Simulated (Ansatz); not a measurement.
Cohesive energy of some III–V compounds

Method: HSE06 in Ansatz (PAW). References are measured values corrected to a static lattice or taken at low temperature (these still hold zero-point motion). The table is a random draw of 6 from 7 solids with such references.

Values in eV/atom.

| solid | reference | HSE06 | error (eV/atom) |
|---|---|---|---|
| zinc-blende BP | 5.14 | 5.27 | +0.13 |
| wurtzite AlN | 5.85 | 5.68 | -0.17 |
| zinc-blende GaAs | 3.34 | 3.16 | -0.18 |
| cubic BN | 6.76 | 6.85 | +0.09 |
| zinc-blende GaP | 3.61 | 3.51 | -0.10 |
| zinc-blende AlP | 4.32 (4.20–4.32) | 4.12 | -0.20 |

Over these 6 solids the mean error is -0.07 eV/atom, the mean absolute error 0.14 eV/atom (median 0.15 eV/atom), and the worst case zinc-blende AlP at -0.20 eV/atom; the value is too low in 4 of 6 cases. Over all 7 the mean error is -0.09 eV/atom and the mean absolute error 0.16 eV/atom (median 0.17 eV/atom).

All these references are brought to a static lattice.

Brackets give the range of our sources, which can hold other temperatures.

Differences are worked out from the printed values.

Free atoms are spin-polarised, in the lowest state found; at levels without +SOC their spin–orbit coupling is left out. Each level is taken at its own relaxed cell. Ansatz's density-functional and Hartree–Fock values are scalar-relativistic unless marked +SOC, with PAW data made under PBE.

Not in this set, of the III–V compounds with a reference value in our tables and a result at some level: 2 for sources at odds (zinc-blende AlAs, zinc-blende InAs); 2 for spin–orbit terms of free atoms that are large (Br, In, Sn, Te, I, elements past barium) (zinc-blende InP, zinc-blende InSb); 1 for a reference at room or unstated temperature (wurtzite GaN). These can be a level's worst cases. At least 1 more with a reference value is held back for tests. Layered and molecular crystals are counted apart.

References as tabulated in Mejia-Rodriguez and Trickey (2018), arXiv:1807.09216. Worked out here from the CRC Handbook's enthalpies at 298 K, with a Debye model for the thermal and zero-point parts: AlN.

Ansatz is a first-principles code.
